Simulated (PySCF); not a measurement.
# C3H2S (Thiopropynal): the cost of one run

Programs: PySCF 2.14.0, with routines of our own; each step states its level. All values are computed. Atoms count from 0.

## 1. The starting structure

6 atoms, charge 0, multiplicity 1; geometry from: GFN2-xTB.

## 2. Optimising the geometry at BHandHLYP/6-31+G*

Job settings and geometry (Å):

```
{"job": {"xc": "BHandHLYP", "basis": "6-31+G*", "grid": 1, "kind": "geom"}, "charge": 0, "multiplicity": 1}
C      1.542056    -0.199507    -0.060413
C      0.359889     0.031537    -0.006518
C     -1.016107     0.241430     0.049004
S     -2.110732    -0.956426    -0.088169
H      2.575011    -0.382396    -0.105471
H     -1.346995     1.267351     0.189992
```

Launch:

```console
> OMP_NUM_THREADS=1 python excited_run.py task.json out
```

One launch serves the whole session: the jobs run in the order shown.

**Question.** How long does this first job take on 1 thread of Arm Neoverse V1, shared host, and how much memory does it need?

About 12 s, with a peak of 0.4 GiB.
